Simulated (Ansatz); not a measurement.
# SiH₅ (doublet): wave-function methods side by side at distance H1–H2 along a hydrogen transfer = 0.745 Å, cc-pVTZ

Aim: climb from Hartree-Fock through coupled cluster and multireference methods for SiH₅ (doublet) at one geometry and basis, and see what each rung misses.

Program: Ansatz 0.2.0, Gaussian basis. Level of theory: cc-pVTZ, correlated electrons: outside noble gas. These are calculated values, not measurements.

Plan: UHF; CCSD(T) on ROHF; CCSD(T) on UHF; BCCD(T) on ROHF; CISD; CCSDT(Q) on ROHF; CCSDT(Q) on UHF; CASSCF and NEVPT2, 3 electrons in 3 orbitals; CASSCF and NEVPT2, 9 electrons in 9 orbitals.

## Step 1: The system

The geometry derives from fragments relaxed apart (PBE0/def2-TZVP) and kept rigid, so it is no stationary point. A hydrogen atom is moved between rigid fragments.

6 atoms, charge 0, spin multiplicity 2.

Atoms are counted from 1 here; the program's logs count them from 0.

Bond lengths: H1–H2 0.745 Å, Si3–H4 1.486 Å, Si3–H5 1.486 Å, Si3–H6 1.486 Å. Angles: H4–Si3–H5 111.3°, H4–Si3–H6 111.3°, H5–Si3–H6 111.3°.

In the tables R marks a restricted open-shell determinant and U an unrestricted one; 'pair' is the active space of 3 electrons in 3 orbitals; 'valence' is the active space of 9 electrons in 9 orbitals; correlation energies count from the lowest restricted Hartree-Fock solution.

## Step 2: UHF

File in.yaml:

```yaml
crystal:
  periodic: [false, false, false]
  atoms:
    - {symbol: H, position_ang: [-2.723399, 0.000000, -0.000001]}
    - {symbol: H, position_ang: [-1.978399, 0.000000, -0.000001]}
    - {symbol: Si, position_ang: [0.108601, 0.000000, 0.000000]}
    - {symbol: H, position_ang: [0.558574, -1.416253, 0.000000]}
    - {symbol: H, position_ang: [0.558575, 0.708126, -1.226511]}
    - {symbol: H, position_ang: [0.558574, 0.708127, 1.226511]}
basis:
  gaussian: {orbitals: cc-pVTZ}
magnetization: {spin_polarized: true, initial_magnetization: 1}
hamiltonian: {xc: hf}
output: {orbitals: {seedname: orbitals}}
```

Run with:

```sh
$ ansatz run in.yaml --threads 1 --pin off --events-out ev --progress --plain --max-ram 2816MiB --backend cpu
```

The runs that follow: CCSD(T) on ROHF; CCSD(T) on UHF; BCCD(T) on ROHF; CISD; CCSDT(Q) on ROHF; CCSDT(Q) on UHF; CASSCF and NEVPT2, 3 electrons in 3 orbitals; CASSCF and NEVPT2, 9 electrons in 9 orbitals.

Q: Predict the results of all the runs planned. Wanted: correlation energy, UCCSDT(Q); RMP2 from UCCSDT(Q); UMP2 from UCCSDT(Q); RCCSD from UCCSDT(Q); RCCSD(T) from UCCSDT(Q); UCCSD(T) from UCCSDT(Q); RCCSDT(Q) from UCCSDT(Q); NEVPT2 pair from UCCSDT(Q); NEVPT2 valence from UCCSDT(Q).

The runs gave:

| quantity | value |
| --- | --- |
| correlation energy, UCCSDT(Q) | -5.3577 eV |
| RMP2 from UCCSDT(Q) | +1071.4 meV |
| UMP2 from UCCSDT(Q) | +1069.0 meV |
| RCCSD from UCCSDT(Q) | +144.4 meV |
| RCCSD(T) from UCCSDT(Q) | +27.8 meV |
| UCCSD(T) from UCCSDT(Q) | +27.3 meV |
| RCCSDT(Q) from UCCSDT(Q) | +1.0 meV |
| NEVPT2 pair from UCCSDT(Q) | +1071.8 meV |
| NEVPT2 valence from UCCSDT(Q) | +1113.9 meV |
| levels of the table within 1 kcal/mol (43 meV) | RCCSD(T), UCCSD(T), BCCD(T), RCCSDT, UCCSDT, RCCSDT(Q) |
| T1 diagnostic | 0.019 |
| effectively unpaired electrons | 1.01 |

**Reading.** RCCSD(T) lands +27.8 meV from the yardstick (0.5 % of the correlation energy). One determinant dominates. Of the multireference levels listed NEVPT2 pair comes nearest in total energy (+1071.8 meV), which doesn't show that its space is the better one. These misses are within one basis, not against nature; the frozen cores of restricted and unrestricted runs differ, which can shift their rows.
